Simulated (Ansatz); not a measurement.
## Relative stability

The two ends of one reaction step of BNH$_{4}$O, closed shell (PBE0-D4/def2-TZVP).

A:

| atom | x (Å) | y (Å) | z (Å) |
| --- | --- | --- | --- |
| B1 | -0.5993 | 0.0505 | 0.0333 |
| N2 | 0.6257 | -0.4431 | 0.5092 |
| O3 | -0.7224 | 0.8545 | -1.0663 |
| H4 | 0.1076 | 1.0637 | -1.5007 |
| H5 | -1.6086 | -0.2374 | 0.6093 |
| H6 | 1.5229 | -0.2564 | 0.0945 |
| H7 | 0.6741 | -1.0318 | 1.3208 |

B:

B1  (-0.975, 0.084, -0.250)
N2  (0.681, -0.077, 0.189)
O3  (-1.185, 1.012, -1.051)
H4  (1.137, 0.665, -0.335)
H5  (-1.586, -0.772, 0.340)
H6  (1.081, -0.973, -0.075)
H7  (0.847, 0.060, 1.183)
(Å)

Ansatz 0.2.0; basis: def2-TZVPP; cores frozen in the correlated methods. B3LYP uses VWN-RPA correlation.

Question: Which structure is lower at CCSD(T), and by how much? (An estimate is asked for; the value comes from the calculation.)

Answer: The calculation gives: A, by 1.312 eV (electronic energy, against the other). By their contacts, A is BNH₄O ([NH2][BH][OH]) and B is BNH₄O ([NH3][BH][O]).

All methods give the same order:

| method | E(B) − E(A) (eV) |
| --- | --- |
| SPW92 | 1.332 |
| PBE-D4 | 1.217 |
| BLYP-D4 | 1.179 |
| r2SCAN-D4 | 1.315 |
| B97M-V | 1.314 |
| PBE0-D4 | 1.359 |
| B3LYP-D4 | 1.308 |
| r2SCAN0-D4 | 1.414 |
| BHLYP-D4 | 1.460 |
| CAM-B3LYP-D4 | 1.375 |
| wB97X-V | 1.361 |
| wB97M-V | 1.340 |
| B2PLYP | 1.295 |
| PBE-QIDH | 1.393 |
| RPA on PBE | 1.257 |
| HF | 1.591 |
| MP2 | 1.287 |
| CCSD | 1.372 |
| CCSD(T) | 1.312 |

The T1 diagnostic stays at or below 0.016.

Labels in which every atom is bracketed show which atoms are joined, not bond orders.

For scale, one of the runs: CCSD(T)/def2-TZVPP, 149 basis functions, launched by `ansatz run in.yaml --threads 2 --pin off --events-out ev --progress --plain --max-ram 4352MiB`. Time: 14 s of wall clock on 2 CPU threads of an Arm Neoverse V2; the host was shared. Peak host memory: 1 GiB.
